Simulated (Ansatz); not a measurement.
From input file to script: C₂H₃F, SMILES C=CF in Ansatz 0.2.0.

```yaml
crystal:
  periodic: [false, false, false]
  atoms:
    - { symbol: C, position_ang: [-0.5117, 0.0511, -0.4215] }
    - { symbol: C, position_ang: [0.4849, -0.0077, 0.3781] }
    - { symbol: F, position_ang: [0.9168, -1.2005, 0.7678] }
    - { symbol: H, position_ang: [-0.9924, -0.784, -0.792] }
    - { symbol: H, position_ang: [-0.9255, 1.0562, -0.7725] }
    - { symbol: H, position_ang: [1.0699, 0.8209, 0.7938] }
basis:
  gaussian:
    orbitals: def2-SVP
correlation:
  active_space:
    window:
      electrons: 6
      orbitals: 6
```

`cas_c2h3f.py`
```python
import warnings

import ansatz as az

BASIS = "def2-SVP"

GEOMETRY = """
C    -0.51170    0.05110   -0.42150
C     0.48490   -0.00770    0.37810
F     0.91680   -1.20050    0.76780
H    -0.99240   -0.78400   -0.79200
H    -0.92550    1.05620   -0.77250
H     1.06990    0.82090    0.79380
"""


def main() -> None:
    warnings.simplefilter("ignore", az.DeckWarning)

    geometry = az.Crystal.molecule()
    for line in GEOMETRY.strip().splitlines():
        symbol, *xyz = line.split()
        geometry = geometry.atom(symbol, [float(v) for v in xyz])

    job = geometry.calculation().basis(gaussian=BASIS).correlation(active_electrons=6, active_orbitals=6)
    for method in [None]:
        data = (job if method is None else job.correlation(method)).run(threads=1, pin="off").report
        space = data["configurations"]
        state = space["states"][0]
        print(method or "casscf", f"total {data['free_energy_ev'] / 27.211386246:.6f} Ha, active-space state {state['energy']['hartree']:.6f} Ha, mean field {data['reference_energy_ev'] / 27.211386246:.6f} Ha")
        print("  determinants", state["n_determinants"], " natural occupations", [round(n, 3) for n in space["natural_occupations"]])
    print("effectively unpaired electrons, sum of min(n, 2 - n):", round(sum(min(n, 2 - n) for n in space["natural_occupations"]), 3))


if __name__ == "__main__":
    main()
```

```console
$ python cas_c2h3f.py
casscf total -176.833050 Ha, active-space state -176.833050 Ha, mean field -176.740656 Ha
  determinants 400  natural occupations [1.985, 1.984, 1.978, 0.023, 0.016, 0.014]
effectively unpaired electrons, sum of min(n, 2 - n): 0.106
```

Notes:
- Total energies depend on the basis set; only differences at equal settings carry meaning.
- The geometry is a force-field or estimated start, not a minimum of this method, and the basis set is short of its limit. The active space starts as a window about the frontier orbitals and is then optimised, not chosen by chemistry.
- Hardware and time: 5 s on 1 thread of Arm Neoverse V1 (shared host), peak memory 0.16 GiB.

(Lines on the test bed's own set-up are left out of the output.)
